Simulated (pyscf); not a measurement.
Thermochemistry of product channels of HO–SiH: [singlet] + HCl on the singlet surface, in kcal/mol, from ωB97M-D3(BJ)/def2-TZVP energies (ideal gas, 1 atm, RRHO with modes under 100 cm⁻¹ raised to 100, one conformer, R ln 2 for rigid chiral ones). Single points on ωB97X-D3(BJ)/def2-SVP structures (PySCF, gas phase).

```
products                          ΔE  ΔH(298 K)  ΔG(298 K)  ΔG(1200 K)
------------------------  ----------  ---------  ---------  ----------
HO–Si:–Cl [singlet] + H₂  (withheld)      -35.5      -34.1       -31.5
O=SiH–Cl + H₂             (withheld)      -21.5      -19.8       -16.0
```

### Question
Some entries are withheld; supply them.

### Answer

- HO–Si:–Cl [singlet] + H₂, ΔE: -34.7
- O=SiH–Cl + H₂, ΔE: -19.2

These are energies of the channels, which say nothing of barriers.
